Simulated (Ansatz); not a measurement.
Relaxation of H$_{9}$NSi$_{2}$ (12 atoms, charge 0, multiplicity 1), to a largest force component of 0.03 eV/Å in at most 50 steps.

The calculation used Ansatz, RKS PBE/6-31G*.

```xyz
12
Properties=species:S:1:pos:R:3
Si -0.484 0.121 -0.384
Si -0.158 -0.124 3.028
H -0.608 -0.233 4.462
H 1.031 -1.023 2.842
H 0.229 1.303 2.764
H 0.590 -0.046 0.660
H -0.247 1.448 -1.039
H -0.308 -1.001 -1.362
N -2.197 0.077 0.131
H -2.560 -0.827 0.438
H -2.511 0.804 0.778
H -1.265 -0.496 2.125
```

Problem. Where does it end, and by what steps?

Solution. The forces met the threshold. The force dipped under the threshold on the way, but the program's further checks kept it going. After 8 steps the energy has fallen by 0.302 eV; H12 moved furthest, 0.76 Å.

```csv
step,energy less start (eV),largest force component (eV/Å),accepted
0,0.0000,0.919,yes
1,-0.1913,0.450,yes
2,-0.2743,0.224,yes
3,-0.2928,0.369,yes
4,-0.2827,0.321,no
5,-0.2991,0.154,yes
6,-0.3015,0.010,yes
7,-0.3020,0.017,yes
8,-0.3022,0.020,yes
```

```xyz
12
Properties=species:S:1:pos:R:3
Si -0.576 0.161 -0.819
Si -0.071 -0.186 3.607
H -0.349 -0.232 5.080
H 1.096 -1.069 3.290
H 0.234 1.224 3.204
H 0.546 0.029 0.187
H -0.388 1.482 -1.504
H -0.415 -0.962 -1.800
N -2.220 0.108 -0.222
H -2.539 -0.773 0.186
H -2.523 0.882 0.372
H -1.282 -0.665 2.864
```

Whether the end is a true minimum wasn't checked by a vibrational analysis.

Run time: 22 s on 1 thread of Arm Neoverse V2, with other jobs on the host, peak memory 0.12 GiB.
